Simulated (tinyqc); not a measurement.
Worked calculation: CIS on RHF in the sto-3g basis, frozen core, for H2O, spin multiplicity 1. One step of it, computed by the program tinyqc.

Problem. CIS matrix, triplets. A(ia,jb) = (e_a - e_i) d_ij d_ab - (ij|ab).

orbital energies (hartree): MO1 -20.226677, MO2 -1.264253, MO3 -0.637558, MO4 -0.433653, MO5 -0.384902, MO6 0.601453, MO7 0.785109

Two-electron integrals over orbitals (pq|rs), unique and non-zero (hartree); the lowest 1 orbital is frozen and left out:
```
(22|22) 0.725697    (32|32) 0.146732    (33|22) 0.644278    (33|33) 0.634456
(42|22) 0.005740    (42|33) 0.007170    (42|42) 0.124991    (43|32) 0.020079
(43|43) 0.044956    (44|22) 0.683465    (44|33) 0.602462    (44|42) -0.105250
(44|44) 0.801326    (52|52) 0.144603    (53|53) 0.028830    (54|52) -0.044466
(54|54) 0.055483    (55|22) 0.747349    (55|33) 0.629120    (55|42) -0.063684
(55|44) 0.737766    (55|55) 0.880159    (62|22) 0.141191    (62|33) 0.072491
(62|42) 0.021397    (62|44) 0.096776    (62|55) 0.160305    (62|62) 0.100933
(63|32) -0.046229   (63|43) -0.028210   (63|63) 0.076032    (64|22) 0.092067
(64|33) 0.040720    (64|42) -0.018902   (64|44) 0.112917    (64|55) 0.107705
(64|62) 0.062420    (64|64) 0.060913    (65|52) 0.061454    (65|54) -0.002688
(65|65) 0.039354    (66|22) 0.606408    (66|33) 0.569217    (66|42) 0.061223
(66|44) 0.544022    (66|55) 0.582463    (66|62) 0.090419    (66|64) 0.043120
(66|66) 0.589990    (72|32) 0.040790    (72|43) -0.031596   (72|63) 0.035193
(72|72) 0.061797    (73|22) 0.141358    (73|33) 0.092221    (73|42) -0.070491
(73|44) 0.167108    (73|55) 0.190673    (73|62) 0.078827    (73|64) 0.070932
(73|66) 0.037152    (73|73) 0.149423    (74|32) -0.073947   (74|43) 0.005151
(74|63) 0.043959    (74|72) -0.017291   (74|74) 0.065111    (75|53) 0.023828
(75|75) 0.024829    (76|32) 0.103401    (76|43) 0.045440    (76|63) -0.070381
(76|72) -0.007768   (76|74) -0.056259   (76|76) 0.119871    (77|22) 0.627381
(77|33) 0.613393    (77|42) -0.015821   (77|44) 0.616512    (77|55) 0.631120
(77|62) 0.070764    (77|64) 0.040850    (77|66) 0.564049    (77|73) 0.100417
(77|77) 0.625233
```

Give: CIS matrix A, triplet.

Solution.

CIS matrix A, triplet (hartree), order 2>6, 2>7, 3>6, 3>7, 4>6, 4>7, 5>6, 5>7:
$$\begin{pmatrix}
1.2593 & 0.0000 & 0.0000 & -0.1034 & -0.0612 & 0.0000 & 0.0000 & 0.0000 \\
0.0000 & 1.4220 & -0.1034 & 0.0000 & 0.0000 & 0.0158 & 0.0000 & 0.0000 \\
0.0000 & -0.1034 & 0.6698 & 0.0000 & 0.0000 & -0.0454 & 0.0000 & 0.0000 \\
-0.1034 & 0.0000 & 0.0000 & 0.8093 & -0.0454 & 0.0000 & 0.0000 & 0.0000 \\
-0.0612 & 0.0000 & 0.0000 & -0.0454 & 0.4911 & 0.0000 & 0.0000 & 0.0000 \\
0.0000 & 0.0158 & -0.0454 & 0.0000 & 0.0000 & 0.6023 & 0.0000 & 0.0000 \\
0.0000 & 0.0000 & 0.0000 & 0.0000 & 0.0000 & 0.0000 & 0.4039 & 0.0000 \\
0.0000 & 0.0000 & 0.0000 & 0.0000 & 0.0000 & 0.0000 & 0.0000 & 0.5389
\end{pmatrix}$$
